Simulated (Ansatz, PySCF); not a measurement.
Pair of molecules: HF (SMILES F) (first 2 atoms) with HF (SMILES F); geometry from A24 set.
(charge 0, multiplicity 1):
```xyz
4

H      0.00000     0.80268     1.69529
F      0.00000    -0.04597     1.34035
H      0.00000    -0.12041    -0.49083
F      0.00000     0.00977    -1.40425
```

Counterpoise-corrected where a basis set is named; no monomer relaxation.

Correlated levels freeze the cores. CBS: X⁻³ extrapolation of the correlation energy, Hartree–Fock from the larger set.

Programs: Ansatz (Gaussian orbitals); PySCF for the dispersion terms. Each number belongs to the level named beside it.

PBE/def2-TZVPPD gives -197.3 meV for the interaction energy.

Question: Where do these levels fall relative to PBE: PBE-D3(BJ)/def2-TZVPPD, r2SCAN/def2-TZVPPD, B3LYP/def2-TZVPPD, wB97M-V/def2-TZVPPD, B2PLYP/def2-TZVPPD, MP2/CBS(aug-cc-pVTZ, aug-cc-pVQZ), CCSD(T)/CBS(aug-cc-pVTZ, aug-cc-pVQZ).

Answer: PBE-D3(BJ)/def2-TZVPPD -10.1; r2SCAN/def2-TZVPPD -16.1; B3LYP/def2-TZVPPD 8.7; wB97M-V/def2-TZVPPD -1.6; B2PLYP/def2-TZVPPD 6.7; MP2/CBS(aug-cc-pVTZ, aug-cc-pVQZ) 3.7; CCSD(T)/CBS(aug-cc-pVTZ, aug-cc-pVQZ) -2.5 meV. 3 of 7 lie above PBE; the widest gap is to r2SCAN/def2-TZVPPD. Against computed benchmark interaction energy, Řezáč and Hobza, A24 set, -198.3 meV, PBE differs by 1.0 meV.

Ansatz is a program for electronic structure.
